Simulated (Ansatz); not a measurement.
**C4H4N2: harmonic frequencies at the relaxed geometry, by script**

At which frequencies does C4H4N2 vibrate? Aim: harmonic frequencies at the relaxed geometry, for C4H4N2, run from a script. SMILES: c1cnccn1.

Computed with Ansatz 0.2.0, driven from Python. Level of theory: B3LYP/cc-pVDZ.

### Step 1. The system

Bond lengths: C1–C2 1.385 Å, C2–N3 1.353 Å, N3–C4 1.353 Å, C4–C5 1.385 Å, C1–N6 1.353 Å, C5–N6 1.353 Å, C1–H7 1.084 Å, C2–H8 1.084 Å, C4–H9 1.084 Å, C5–H10 1.084 Å. Angles: C1–C2–N3 122.4°, C1–C2–H8 121.5°, N3–C2–H8 116.1°, C2–C1–N6 122.4°, C2–C1–H7 121.5°, N6–C1–H7 116.1°, C2–N3–C4 115.2°, N3–C4–C5 122.4°, N3–C4–H9 116.1°, C5–C4–H9 121.5°, C4–C5–N6 122.4°, C4–C5–H10 121.5°, N6–C5–H10 116.1°, C1–N6–C5 115.2°.

The script holds or builds the structure itself.

### Step 2. The script

Input file c4h4n2.py:

```python
"""Harmonic frequencies of C4H4N2 at its relaxed geometry."""

import itertools

import ansatz as az
from ase.data import atomic_numbers, covalent_radii
import numpy as np

BASIS_SET = "cc-pVDZ"
FUNCTIONAL = "b3lyp"

GEOMETRY = """
C     1.10920   -0.74300    0.03690
C     1.17160    0.64070    0.02090
N     0.06390    1.41630   -0.01640
C    -1.10920    0.74300   -0.03690
C    -1.17160   -0.64070   -0.02090
N    -0.06390   -1.41630    0.01640
H     2.00620   -1.35050    0.06680
H     2.11980    1.16550    0.03770
H    -2.00620    1.35050   -0.06680
H    -2.11980   -1.16550   -0.03770
"""

mol = az.Crystal.molecule()
for line in GEOMETRY.strip().splitlines():
    symbol, *xyz = line.split()
    mol = mol.atom(symbol, [float(v) for v in xyz])

setup = (
    mol.calculation()
    .basis(gaussian=BASIS_SET)  # atom-centred Gaussian functions
    .functional(FUNCTIONAL)
)
symbols = [site.symbol for site in mol.cartesian_sites]
start = np.array([site.position_ang for site in mol.cartesian_sites], dtype=float)
summary = setup.relax(force_tolerance=0.003, max_steps=100).run(threads=1, backend="cpu").report
end = np.array(summary["positions_ang"])

# pairs closer than 1.2 times the sum of covalent radii, before or after
radius = [covalent_radii[atomic_numbers[s]] for s in symbols]
span = lambda where, i, j: np.linalg.norm(where[i] - where[j])
bonded = [(i, j) for i, j in itertools.combinations(range(len(symbols)), 2) if min(span(start, i, j), span(end, i, j)) < 1.2 * (radius[i] + radius[j])]
print("pair        before    after (A)")
for i, j in bonded:
    print(f"{symbols[i]}{i}-{symbols[j]}{j}".ljust(10), f"{span(start, i, j):8.4f} {span(end, i, j):8.4f}")

# same settings at the minimum
minimum = az.Crystal.molecule()
for symbol, place in zip(symbols, end):
    minimum = minimum.atom(symbol, place.tolist())
vibrating = (
    minimum.calculation()
    .basis(gaussian=BASIS_SET)
    .functional(FUNCTIONAL)
    .phonons(temperatures=(298.15, 498.15, 100))
)
vib = vibrating.run(threads=1, backend="cpu").report["vibrations"]
sums = vib["harmonic_sums"]
modes = [m["omega_inv_cm"] for m in sums["modes_at_gamma"] if m["rigid_motion"] == "no"]
print("frequencies (1/cm):", " ".join(f"{w:.0f}" for w in modes))
print("imaginary modes:", sum(w < 0 for w in modes), " zero-point energy:", round(sums["zero_point_energy_ev"], 4), "eV")
print("T (K)   F_vib (eV)   S_vib (meV/K)   C_vib (meV/K)")
for row in zip(sums["temperatures_k"], sums["vibrational_free_energy_ev"], vib["entropy_ev_per_k"], vib["heat_capacity_ev_per_k"]):
    print(f"{row[0]:6.1f} {row[1]:11.4f} {1000 * row[2]:13.4f} {1000 * row[3]:15.4f}")
```

### Step 3. The input behind the calls

The engine receives this input (first run):

```yaml
crystal:
  periodic: [false, false, false]
  atoms:
    - { symbol: C, position_ang: [1.1092, -0.743, 0.0369] }
    - { symbol: C, position_ang: [1.1716, 0.6407, 0.0209] }
    - { symbol: "N", position_ang: [0.0639, 1.4163, -0.0164] }
    - { symbol: C, position_ang: [-1.1092, 0.743, -0.0369] }
    - { symbol: C, position_ang: [-1.1716, -0.6407, -0.0209] }
    - { symbol: "N", position_ang: [-0.0639, -1.4163, 0.0164] }
    - { symbol: H, position_ang: [2.0062, -1.3505, 0.0668] }
    - { symbol: H, position_ang: [2.1198, 1.1655, 0.0377] }
    - { symbol: H, position_ang: [-2.0062, 1.3505, -0.0668] }
    - { symbol: H, position_ang: [-2.1198, -1.1655, -0.0377] }
basis:
  gaussian:
    orbitals: cc-pVDZ
hamiltonian:
  xc: b3lyp
relax:
  f_tol: 0.003
  max_steps: 100
```

### Step 4. Launch

Launch:

```sh
> python c4h4n2.py
```

Q: Predict the main results. Wanted: moves of the relaxation of run 1; energy gained in run 1; last largest force component of run 1; highest frequency; imaginary modes; zero-point energy.

**Answer**, as computed:

```
                             quantity        value
                        runs compared            2
     moves of the relaxation of run 1            5
               energy gained in run 1     0.034 eV
last largest force component of run 1  0.0010 eV/Å
                    highest frequency    3172 cm⁻¹
                      imaginary modes            0
                    zero-point energy     2.081 eV
```

Run 1: The relaxation took 5 moves; the largest shift is 0.012 Å. All frequencies are real, so the geometry is a minimum. The values are harmonic; measured fundamentals also hold anharmonic shifts, mostly downward for stretches. The frequencies are harmonic and unscaled, in a modest basis. b3lyp holds the VWN-RPA fit, as in Gaussian; the form of ORCA and Turbomole is b3lyp5.
